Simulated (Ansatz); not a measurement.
Geometry optimisation, Ansatz 0.2.0, RKS LDA/def2-SVP.

input.yaml

```yaml
crystal:
  periodic: [false, false, false]
  atoms:
    - { symbol: Al, position_ang: [0.0, 0.0, 0.0] }
    - { symbol: F, position_ang: [1.2241, 0.0, 1.44] }
    - { symbol: H, position_ang: [1.739, 0.0, 0.2708] }
    - { symbol: O, position_ang: [-1.5415, 0.0, -0.89] }
    - { symbol: H, position_ang: [-2.0512, -0.8467, -0.6815] }
basis:
  gaussian: { orbitals: def2-SVP }
hamiltonian:
  xc: lda
relax:
  f_tol: 0.15
  max_steps: 25
  restrain:
    - { distance: [1, 2], at: 2.12, k: 30.0 }
    - { distance: [0, 1], at: 1.69, k: 30.0 }
    - { distance: [0, 2], at: 1.56, k: 30.0 }
output:
  orbitals: {}
```

Command:

```bash
$ ansatz run input.yaml --threads 1 --pin off --max-ram 2048MiB --backend cpu --events-out ev --progress --plain --runs-dir out
```

Q: Where does it end, and by what steps?

A: It converged. The restraints hold the end off the free minimum. After 6 steps the energy has fallen by 2.675 eV (the restraints' own energy left out); F2 moved furthest, 0.60 Å.

| step | energy less start (eV) | largest force component (eV/Å) | accepted |
| --- | --- | --- | --- |
| 0 | 0.0000 | 1.532 | yes |
| 1 | -0.7036 | 2.388 | yes |
| 2 | -1.6744 | 2.255 | yes |
| 3 | -2.2391 | 1.747 | yes |
| 4 | -2.5694 | 1.349 | yes |
| 5 | -2.6643 | 1.479 | yes |
| 6 | -2.6750 | 1.478 | yes |

```xyz
5
Properties=species:S:1:pos:R:3
Al 0.246 -0.091 0.034
F 0.661 -0.073 1.642
H 1.742 0.175 -0.235
O -1.188 -0.336 -0.797
H -2.091 -0.522 -0.504
```

Time of the run: 8.3 s on 1 thread of Arm Neoverse V1 (shared host), peak memory 0.12 GiB.
